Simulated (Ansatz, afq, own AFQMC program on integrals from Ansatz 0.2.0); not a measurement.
# C3H8AlO, doublet in def2-SVP, levels against AFQMC with the constraint released

```xyz
13

C    -0.1797   -0.0109    1.7235
C    -0.1197   -0.4499    0.2650
C     1.3004   -0.7619   -0.2053
Al   -1.0082    0.8022   -1.0241
O    -0.7277    0.4073   -2.6718
H     0.3876    0.9199    1.8924
H    -1.2117    0.1735    2.0629
H     0.2544   -0.7762    2.3924
H    -0.7381   -1.3628    0.1424
H     1.9594    0.1195   -0.1251
H     1.7581   -1.5562    0.4132
H     1.3272   -1.0986   -1.2533
H    -1.0870    0.8797   -3.4254
```

Basis def2-SVP. Noble-gas cores (and the filled d shells of Ga–Kr and In–Xe) are frozen. AFQMC by an in-house program on the Cholesky factors that Ansatz 0.2.0 writes for its CCSD(T) run. The CISD trial takes its coefficients from CCSD amplitudes. Released means that phaseless walkers are propagated on without the constraint, phases kept. ± is one standard error of the sampling.

Determinant: UHF, the one that the program's search chose, which needn't be the lowest solution. The geometry is a PBE0/def2-SVP stationary point of this or a neighbouring charge and spin state.

No full CI on the walks' own integrals is used here. The released AFQMC energy serves as the reference, which it does only where one determinant dominates, the energy is flat over the last release times and near the phaseless one (40 meV or 2 meV an electron, half that with transition metals). On small molecules, where full CI could be run and the noise was under 10 meV, such values lay within 10 meV of it in 19 cases of 20, a flattering rate, since the rule was set on those same cases; what remains of the bias isn't in the error bar.

Cautions: the released value is read at 0.90 1/Eh with a noise of 17 meV, more than in the cases checked (meV from the phaseless value at times in 1/Eh: -13 ± 16 at 0.21, -32 ± 12 at 0.42, -37 ± 14 at 0.63, -25 ± 17 at 0.90).

The T1 diagnostic is 0.0139. The weight of the determinant in the CISD state is 0.781. The ⟨S²⟩ of the determinant is 0.758. The size of the correlated space is 29 electrons in 105 orbitals.

Reference: AFQMC with the constraint released, correlation energy -20.331 ± 0.017 eV.

```json
{"level": "HF", "E − E(reference) (kcal/mol)": "468.85 ± 0.39", "share of correlation (%)": "0.00"}
{"level": "MP2", "E − E(reference) (kcal/mol)": "47.55 ± 0.39", "share of correlation (%)": "89.86"}
{"level": "CCSD", "E − E(reference) (kcal/mol)": "14.51 ± 0.39", "share of correlation (%)": "96.90"}
{"level": "CCSD(T)", "E − E(reference) (kcal/mol)": "1.78 ± 0.39", "share of correlation (%)": "99.62"}
{"level": "ph-AFQMC/CISD", "E − E(reference) (kcal/mol)": "0.59 ± 0.51", "share of correlation (%)": "99.88"}
```

Released energies are given only where the last usable release times agree within the noise; a slower fall can still hide under it.
